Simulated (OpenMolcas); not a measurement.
# One shape, several levels: BH (SMILES [BH])

Wanted: a comparison of 6 runs (HF/STO-3G, HF/def2-TZVPPD, BHLYP/def2-TZVPPD, PBE/def2-TZVPPD, PBE0/def2-TZVPPD, CCSD(T)/def2-TZVPPD) of BH. 

Program for the calculation: OpenMolcas 26.06.

1 further run of the same task is left out (set aside as unsound or not needed).

### 1 The system as given

The species is BH (2 atoms), meant as a singlet with charge 0. SMILES: `[BH]`. The bond length is the measured one.

Bond lengths: B1–H2 1.232 Å.

### 2 Energy and forces at HF/STO-3G (run 1)

Input file test.inp:

```
&GATEWAY
BasLib
$CurrDir
Coord
2
angstrom
B        0.000000       0.000000       0.000000
H        0.000000       0.000000       1.232400
Basis
STO-3G
Group
NoSym
&SEWARD
&SCF
Thresholds
1e-10 1e-07 1e-07 1e-05
PrOrbitals
0
&ALASKA
```

The basis set STO-3G is read from a file made from the Basis Set Exchange's data (not shown).

Run with:

```
$ export MOLCAS_MEM=1860
$ pymolcas test.inp > test.log
```

What it wrote:

```text
--- Start Module: gateway ---
[...]
--- Stop Module: gateway /rc=_RC_ALL_IS_WELL_ ---
[...]
      Basis functions            6
[...]
--- Start Module: scf ---
[...]
       Convergence after   7 Iterations
[...]
::    Total SCF energy                                -24.7527803089
[...]
      Total spin, S                                     0.0000000000
[...]
      Total electronic charge=    6.000000
      Total            charge=   -0.000000
[...]
      Dipole Moment (debye):
      Origin of the operator (angstrom)=    0.0000    0.0000    0.1034
                   X= -1.0368E-16               Y= -2.0844E-15               Z=  9.5683E-01           Total=  9.5683E-01
      Quadrupole Moment (debye*angstrom):
[...]
--- Stop Module: scf /rc=_RC_ALL_IS_WELL_ ---
--- Start Module: alaska ---
[...]
 *              Molecular gradients               *
 **************************************************
  Irreducible representation: a
 ------------------------------------------------------------------------------------------
                              X                       Y                       Z
 ------------------------------------------------------------------------------------------
  B1               -1.02942810240060E-19   -1.09272535882430E-17   -1.08409211711025E-02
  H2                1.02942810240060E-19    1.09272535882430E-17    1.08409211711025E-02
 ------------------------------------------------------------------------------------------
--- Stop Module: alaska /rc=_RC_ALL_IS_WELL_ ---
[...]
```

Run time: 1.8 s. Hardware: 1 thread of Arm Neoverse V1, shared host; peak memory 0.37 GiB.

### 3 Energy and forces at HF/def2-TZVPPD (run 2)

Input file geom.xyz:

```xyz
2

B      0.000000     0.000000     0.000000
H      0.000000     0.000000     1.232400
```

Input file mol.input:

```
>>> EXPORT MOLCAS_PRINT=2

&GATEWAY
 BasLib
 $CurrDir
 Coord
 geom.xyz
 Basis
 def2-TZVPPD
 Group
 NoSym

&SEWARD

&SCF
 Thresholds
 1e-10 1e-07 1e-07 1e-05
 PrOrbitals
 1

&ALASKA
```

The basis set def2-TZVPPD is read from a file made from the Basis Set Exchange's data (not shown).

Run with:

```
$ export MOLCAS_MEM=1860
$ pymolcas mol.input > mol.log
```

What it wrote:

```text
--- Start Module: gateway ---
[...]
--- Stop Module: gateway /rc=_RC_ALL_IS_WELL_ ---
[...]
      Basis functions           54
[...]
--- Start Module: scf ---
[...]
       Convergence after   9 Iterations
[...]
::    Total SCF energy                                -25.1304407550
[...]
      Total spin, S                                     0.0000000000
[...]
      Total electronic charge=    6.000000
      Total            charge=   -0.000000
[...]
      Dipole Moment (debye):
      Origin of the operator (angstrom)=    0.0000    0.0000    0.1034
                   X= -1.2297E-15               Y=  9.6685E-16               Z=  1.7463E+00           Total=  1.7463E+00
      Quadrupole Moment (debye*angstrom):
[...]
--- Stop Module: scf /rc=_RC_ALL_IS_WELL_ ---
--- Start Module: alaska ---
[...]
 *              Molecular gradients               *
 **************************************************
  Irreducible representation: a
 ------------------------------------------------------------------------------------------
                              X                       Y                       Z
 ------------------------------------------------------------------------------------------
  B1               -2.15991248905618E-16    1.09917709005702E-15   -4.63335007698018E-03
  H2                2.15991248905618E-16   -1.09917709005702E-15    4.63335007698062E-03
 ------------------------------------------------------------------------------------------
--- Stop Module: alaska /rc=_RC_ALL_IS_WELL_ ---
[...]
```

Wall time 2.3 s (1 thread of Arm Neoverse V1, shared host); peak memory 0.39 GiB.

Runs 3 to 5 aren't shown in full; the table further down has their settings and results.

### 4 The energy at CCSD(T)/def2-TZVPPD (run 6)

Input file run.input:

```
&gateway
baslib=$CurrDir
basisset
B.def2-TZVPPD....
B1 0.000000 0.000000 0.000000 angstrom
End of Basis
basisset
H.def2-TZVPPD....
H2 0.000000 0.000000 1.232400 angstrom
End of Basis
&seward
&scf
thresholds=1e-10 1e-07 1e-07 1e-05
prorbitals=1
&rasscf
fileorb=$Project.ScfOrb
spin=1
nactel=0 0 0
inactive=3
ras2=0
outorbitals=Canonical
orblisting=NoCore
&motra
jobiph
frozen=1
&ccsdt
cct
triples=2
iterations=80
accuracy=1e-08
extrapolation=5 4
```

The basis set def2-TZVPPD is read from a file made from the Basis Set Exchange's data (not shown).

Run with:

```
$ export MOLCAS_MEM=1860
$ pymolcas run.input > run.log
```

What it wrote:

```text
--- Start Module: gateway ---
[...]
--- Stop Module: gateway /rc=_RC_ALL_IS_WELL_ ---
[...]
      Basis functions           54
[...]
       Convergence after   9 Iterations
[...]
::    Total SCF energy                                -25.1304407550
[...]
      Total spin, S                                     0.0000000000
[...]
      Number of active orbitals                  0
[...]
      Spin quantum number                      0.0
[...]
      Active orbitals                            0
[...]
      Number of CSFs                             1
[...]
      Number of root(s) required                 1
[...]
      Convergence after  4 iterations
[...]
      Natural orbitals and occupation numbers for root  1
      ************************************************************************************************************************
      *                                                    Final results                                                     *
      ************************************************************************************************************************
[...]
::    RASSCF root number  1 Total energy:    -25.13044076
[...]
      Total electronic charge=    6.000000
      Total            charge=   -0.000000
[...]
      Dipole Moment (debye):
      Origin of the operator (angstrom)=    0.0000    0.0000    0.1034
                   X= -1.2297E-15               Y=  9.6685E-16               Z=  1.7463E+00           Total=  1.7463E+00
      Quadrupole Moment (debye*angstrom):
[...]
--- Start Module: motra ---
[...]
--- Stop Module: motra /rc=_RC_ALL_IS_WELL_ ---
--- Start Module: ccsdt ---
[...]
      Convergence after                    16  Iterations
      Total energy (diff) :     -25.22888017      -0.00000001
[...]
 METHOD                       : CCSD+T(CCSD)+<T3(1)WT1> = CCSD(T)
[...]
       CCSD     =       -25.2288801666940
[...]
```

Run time: 4.2 s. Hardware: 1 thread of Arm Neoverse V1, shared host; peak memory 0.39 GiB.

### 5 The series

```csv
run,level,integration grid,task,energy (Eh),dipole moment (D) of the reference,HOMO energy (eV),LUMO energy (eV),wall time
1,HF/STO-3G,–,gradient,-24.752780,0.96,-6.71,7.35,1.8 s
2,HF/def2-TZVPPD,–,gradient,-25.130441,1.75,-9.47,1.17,2.3 s
3,BHLYP/def2-TZVPPD,UltraFine,gradient,-25.283600,1.63,-7.78,-1.23,6 s
4,PBE/def2-TZVPPD,UltraFine,gradient,-25.239103,1.54,-5.52,-3.49,6 s
5,PBE0/def2-TZVPPD,UltraFine,gradient,-25.247689,1.59,-6.67,-2.35,6 s
6,CCSD(T)/def2-TZVPPD,–,energy,-25.230928,1.75,-9.47,1.17,4.2 s
```

### 6 Outcome

| quantity | value |
| --- | --- |
| run 6: total energy | -25.23093 Eh |
| run 6: dipole moment (mean-field density) | 1.75 D |
| run 6: HOMO energy (Hartree–Fock orbitals) | -9.47 eV |
| run 6: LUMO energy (Hartree–Fock orbitals) | 1.17 eV |
| run 6: HOMO–LUMO gap (Hartree–Fock orbitals) | 10.64 eV |
| run 6: correlation energy (1 core orbital frozen) | -100.5 mEh |
| run 6: (T) correction | -2.05 mEh |

In words: Over runs 1, 2, 3, 4, 5 the dipole moment (its size) runs from 0.96 D (HF/STO-3G) to 1.75 D (HF/def2-TZVPPD). Over runs 1, 2, 3, 4, 5 the HOMO–LUMO gap runs from 2.03 eV (PBE/def2-TZVPPD) to 14.05 eV (HF/STO-3G). The two ends differ in method and basis. Totals of different functionals can't be ranked against each other. In run 1 the basis is minimal, so the values are rough. All runs together took 26 s, the longest 6 s.
